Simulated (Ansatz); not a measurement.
Seven cases of bond dissociation energy with Al to Br (electronic energies, kcal/mol); geometries: B3LYP-D3(BJ)/def2-TZVP. The cases were drawn at random from those of this class that have a high level and all functionals, leaving out states under which another spin lies or may lie. Left out are anions, K, Ca, elements past Kr, ionisation of Li, Na and Mg, pi-pi* triplets of linear molecules and other triplets made from a closed-shell parent. Runs that doubt their state, and full CI more than 15 mEh from coupled cluster, are set aside; a case stays where another high level and all functionals remain. AFQMC serves as high level only in triple zeta or larger, with a steady walk, a bar under 0.8 kcal/mol and agreement with other high levels or trials where they ran; where none ran, an unstable determinant or (outside 3d species) a high T1 diagnostic also bars it, so strongly correlated cases are thinned. No case was kept or dropped by the size of a functional's miss. High levels with a bar over 0.5 kcal/mol are left out too, and the seventh case lies inside the range of the six. Affinities count positive where energy is released, gaps as the second state minus the first. r2SCAN is by Ansatz (a first-principles code) in def2-TZVPD. High levels (Ansatz): P = CCSD(T)/CBS(cc-pV(Q+d)Z,cc-pV(5+d)Z) + [CCSDT(Q) - CCSD(T)]/cc-pV(D+d)Z + core + X2C; Q = CCSD(T)/CBS(cc-pVQZ,cc-pV5Z) + [CCSDT(Q) - CCSD(T)]/cc-pVDZ; R = CCSD(T)/CBS(cc-pVQZ,cc-pV5Z) + [CCSDT(Q) - CCSD(T)]/cc-pVQZ + [CCSDTQ - CCSDT(Q)]/cc-pVDZ; S = CCSD(T)/CBS(cc-pVTZ,cc-pVQZ) + [CCSDT(Q) - CCSD(T)]/cc-pVDZ; T = CCSD(T)/CBS(cc-pVTZ,cc-pVQZ) + [CCSDT(Q) - CCSD(T)]/cc-pVTZ + [CCSDTQ - CCSDT(Q)]/cc-pVDZ; U = CCSD(T)/CBS(def2-TZVPP,def2-QZVPP) + [CCSDT(Q) - CCSD(T)]/def2-TZVPP. Open shells are spin-unrestricted; no spin-orbit coupling. Cores are frozen in correlated methods (noble-gas shells, and filled d and f shells in the p block). Rows without X2C or -DK are non-relativistic. CBS(X,Y): correlation extrapolated as X^-3, Hartree-Fock from the larger set (Q,5: extrapolated as (X+1)exp(-9√X)). A bracket is a step between two methods taken in the basis named. Functionals run without relativity, which enters their misses. '+ core + X2C': CCSD(T) terms for core correlation (cc-pwCVTZ, 1s frozen past Ne) and scalar relativity (cc-pVTZ-DK). Where a partner has so few electrons that a lower coupled-cluster level is exact, that level stands in. Spin-orbit terms, left out, reach several kcal/mol for Br and I, and more for heavier atoms.

```json
[
 {"case": "BNH2Br2 (SMILES NB(Br)Br) → BBr2 (SMILES Br[B]Br, doublet) + NH2 (SMILES [NH2], doublet)", "r2SCAN": "131.6", "level": "Q", "high level": "139.2"},
 {"case": "SiH2F2 (SMILES F[SiH2]F) → SiHF2 (SMILES F[SiH]F, doublet) + H (doublet)", "r2SCAN": "95.8", "level": "P", "high level": "101.7"},
 {"case": "BAsH4 (SMILES [AsH2]B) → BAsH3 (SMILES [AsH]B, doublet) + H (doublet)", "r2SCAN": "78.3", "level": "T", "high level": "80.3"},
 {"case": "H5BGeO (SMILES O[BH][GeH3]) → H4BGeO (SMILES O[B][GeH3], doublet) + H (doublet)", "r2SCAN": "101.4", "level": "S", "high level": "106.8"},
 {"case": "Br2 (SMILES BrBr) → 2 Br (doublet)", "r2SCAN": "53.3", "level": "R", "high level": "52.4"},
 {"case": "SeCl2 (SMILES Cl[Se]Cl) → SeCl (SMILES Cl[Se], doublet) + Cl (doublet)", "r2SCAN": "62.5", "level": "U", "high level": "62.3"},
 {"case": "AsH3 (arsane, SMILES [AsH3]) → AsH2 (SMILES [AsH2], doublet) + H (doublet)", "r2SCAN": "77.4", "level": "R", "high level": "withheld"}
]
```

### Question
Fit a straight line from r2SCAN to the high level over the first six rows by least squares, predict the seventh, and compare with the calculation.

### Answer
Means: r2SCAN 87.15, high level 90.45. Sxx = 4085.45, Sxy = 4568.95, slope 1.1183, intercept -7.01 kcal/mol; residual standard deviation 1.0 kcal/mol. Seventh row: 1.1183·(77.4) -7.01 = 79.5 kcal/mol. The calculation gave 79.1 kcal/mol: the line differs from it by +0.4, r2SCAN itself by -1.7.
